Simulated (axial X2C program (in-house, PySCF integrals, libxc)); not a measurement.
Bond lengths and stretching modes, held linear, of NAlN²⁺

Computed with an axial X2C code built on PySCF integrals: two-component X2C with atomic mean-field Coulomb and Gaunt terms, Gaussian nuclei, basis N dyall-av3z, Al dyall-v3z with contracted cores. Spin-free rows use the one-electron spin-free X2C Hamiltonian.

Masses N 14.003, Al 26.982, N 14.003 u. States: 2c Ω = 5/2 (beyond evenly filled blocks: ω = -1/2, 2 × ω = 3/2); spin-free M_S = 5/2, Λ = 0 (beyond evenly filled blocks: σα, 2 × π+α, 2 × π-α).

MP2, 2c: energies above the lowest point

```json
{"r(N–Al) (Å)": "1.9685", "r(Al–N) (Å)": "1.9685", "E (meV)": "89.34"}
{"r(N–Al) (Å)": "1.9685", "r(Al–N) (Å)": "2.0190", "E (meV)": "58.14"}
{"r(N–Al) (Å)": "1.9685", "r(Al–N) (Å)": "2.0695", "E (meV)": "47.84"}
{"r(N–Al) (Å)": "2.0190", "r(Al–N) (Å)": "1.9685", "E (meV)": "58.14"}
{"r(N–Al) (Å)": "2.0190", "r(Al–N) (Å)": "2.0190", "E (meV)": "25.31"}
{"r(N–Al) (Å)": "2.0190", "r(Al–N) (Å)": "2.0695", "E (meV)": "13.38"}
{"r(N–Al) (Å)": "2.0190", "r(Al–N) (Å)": "2.1200", "E (meV)": "18.06"}
{"r(N–Al) (Å)": "2.0695", "r(Al–N) (Å)": "1.9685", "E (meV)": "47.84"}
{"r(N–Al) (Å)": "2.0695", "r(Al–N) (Å)": "2.0190", "E (meV)": "13.38"}
{"r(N–Al) (Å)": "2.0695", "r(Al–N) (Å)": "2.0695", "E (meV)": "0.00"}
{"r(N–Al) (Å)": "2.1200", "r(Al–N) (Å)": "2.0190", "E (meV)": "18.06"}
{"r(N–Al) (Å)": "2.1200", "r(Al–N) (Å)": "2.1200", "E (meV)": "5.40"}
```

Question: Fit a quadratic surface with cubic terms in each bond: where is the minimum, and what are the two stretching wavenumbers?

Answer: At MP2, 2c: bonds 2.084 and 2.084 Å; harmonic stretches 324.8 and 510.4 cm⁻¹; force constants 0.963, 0.963 and coupling -0.09 mdyn/Å.

The other levels and Hamiltonians give:

```json
{"Hamiltonian": "2c", "level": "PBE0", "r(N–Al) (Å)": "2.020", "r(Al–N) (Å)": "2.020", "lower stretch (cm⁻¹)": "359.8", "upper stretch (cm⁻¹)": "522.8"}
{"Hamiltonian": "2c", "level": "HF", "r(N–Al) (Å)": "2.173", "r(Al–N) (Å)": "2.173", "lower stretch (cm⁻¹)": "260.9", "upper stretch (cm⁻¹)": "367.7"}
{"Hamiltonian": "2c", "level": "r2SCAN", "r(N–Al) (Å)": "2.012", "r(Al–N) (Å)": "2.012", "lower stretch (cm⁻¹)": "373.2", "upper stretch (cm⁻¹)": "549.8"}
{"Hamiltonian": "spin-free", "level": "PBE0", "r(N–Al) (Å)": "2.020", "r(Al–N) (Å)": "2.020", "lower stretch (cm⁻¹)": "359.8", "upper stretch (cm⁻¹)": "522.9"}
{"Hamiltonian": "spin-free", "level": "HF", "r(N–Al) (Å)": "2.173", "r(Al–N) (Å)": "2.173", "lower stretch (cm⁻¹)": "260.9", "upper stretch (cm⁻¹)": "367.7"}
{"Hamiltonian": "spin-free", "level": "r2SCAN", "r(N–Al) (Å)": "2.012", "r(Al–N) (Å)": "2.012", "lower stretch (cm⁻¹)": "373.2", "upper stretch (cm⁻¹)": "549.9"}
{"Hamiltonian": "spin-free", "level": "MP2", "r(N–Al) (Å)": "2.084", "r(Al–N) (Å)": "2.084", "lower stretch (cm⁻¹)": "324.8", "upper stretch (cm⁻¹)": "510.5"}
```

Each state is one determinant, the lowest of a limited PBE0 search; the stretches come from a fit to these few points and carry an uncertainty of a few per cent. Other orders of the atoms were not compared. The levels spread by more than a fifth, so the stretches depend strongly on the method. MP2 freezes inner shells (threshold -2 hartree). A multiply charged ion may be only metastable. The molecule was held linear; bending was not examined, so a bent shape may lie lower. Note: several unpaired electrons, one determinant need not be a pure state.
